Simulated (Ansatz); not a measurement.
Basis-set extrapolation for C$_{2}$H$_{6}$N$_{2}$S (`CSC(=N)N`) (PBE0-D4/def2-TZVP geometry, frozen core, Ansatz 0.2.0). Multiplicity 1, RHF reference.

```tsv
	def2-TZVPP	def2-QZVPP
HF	-585.737289	-585.757424
MP2 correlation	-0.927158	-0.994178
CCSD(T) correlation	-1.008582	not run
```

Energies in hartree. Use E(X) = E(∞) + A·exp(−7.88·√X) for Hartree–Fock and E(X) = E(∞) + B·X^(−2.97) for correlation, with X = 3 and 4, and add CCSD(T) minus MP2 of the smaller set to the MP2 limit.

**Question.** What is the CCSD(T) energy at the basis-set limit?

**Answer.** HF limit: -585.757424 + (-0.020135) × 0.13774 = -585.76020. MP2 limit: -0.994178 + (-0.067020) × 0.74074 = -1.04382. Higher-order term: -1.008582 − (-0.927158) = -0.08142. Total: -586.88544 hartree, 366.4 kJ/mol below CCSD(T)/def2-TZVPP.
